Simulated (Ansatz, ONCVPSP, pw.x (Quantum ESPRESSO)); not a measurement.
## gallium (bcc): variants of one ONCV potential in the solid

| Quantity | Value |
| --- | --- |
| Element | gallium |
| Generator | ONCVPSP 4.0.1.1 (patched build) |
| Type | optimised norm-conserving Vanderbilt (ONCV) |
| Functional | LDA (Perdew-Wang 92) |
| Relativity | scalar-relativistic |
| Frozen core | [Ar] 3d10 |
| Valence charge | 3 |
| Reference configuration | 4s2 4p1 |
| Partial waves | 4s: rc 1.85 bohr, ncon 4, nbas 7, qcut 3.6 1/bohr, local; 4p: rc 2.65 bohr, ncon 3, nbas 7, qcut 3.3 1/bohr, 2 projectors, debl 3.1 Ha; d scattering state at 0.42 Ha: rc 2.80 bohr, ncon 5, nbas 9, qcut 3.1 1/bohr, 3 projectors, debl 2.4 Ha |
| Local potential | the s channel |
| Core correction | polynomial model core, fcfact 0.5 |

Crystal test: bcc Ga in pw.x 7.5, no spin, 14³ k-points, Fermi–Dirac smearing 0.01 Ry, cutoffs set for each file from its atomic test. The reference is all-electron LAPW (Ansatz 0.2.0) with the same functional, mesh and smearing; V0 and B0 come from Birch–Murnaghan fits to the pressures at five volumes. Errors are pseudo minus all-electron; Δ is the rms difference of the E(V) curves that follow from these fits, minima aligned, over ±6 % about the mean V0. Mesh and smearing are coarse, so the numbers serve the comparison and aren't converged zero-temperature values; the lattice is a test structure that the element need not adopt.

All-electron: a0 = 3.261 Å (V0 = 17.34 Å³/atom), B0 = 64.0 GPa.

Base: The largest radius (2.80 bohr) exceeds half the bond length (2.68 bohr), so the spheres overlap, which is one possible source of error among others. This is a poor potential for the solid.

2 further variants are left out: they gave no file fit for a test, a broken result, the same result as the base, or pressures whose basis-set error rivals the error shown.

```json
{"change": "base", "cutoffs (Ry)": "70/280", "pw.x": "converged", "a0 (Å)": "3.228", "a0 error (%)": "-1.00", "B0 error (%)": "+7.2", "Δ (meV/atom)": "7.5", "mean pressure error (GPa)": "-1.88"}
{"change": "d: debl 3.35", "cutoffs (Ry)": "70/280", "pw.x": "converged", "a0 (Å)": "3.221", "a0 error (%)": "-1.23", "B0 error (%)": "+8.7", "Δ (meV/atom)": "9.2", "mean pressure error (GPa)": "-2.30"}
{"change": "d: qcut 2.4", "cutoffs (Ry)": "70/280", "pw.x": "converged", "a0 (Å)": "3.228", "a0 error (%)": "-1.02", "B0 error (%)": "+7.2", "Δ (meV/atom)": "7.6", "mean pressure error (GPa)": "-1.91"}
```

(1) Give the row for: d: rc 2.98.

Answers

(1) pw.x: converged; mean pressure error (GPa): -1.86; a0 (Å): 3.229; a0 error (%): -0.99; B0 error (%): +6.9; Δ (meV/atom): 7.4.
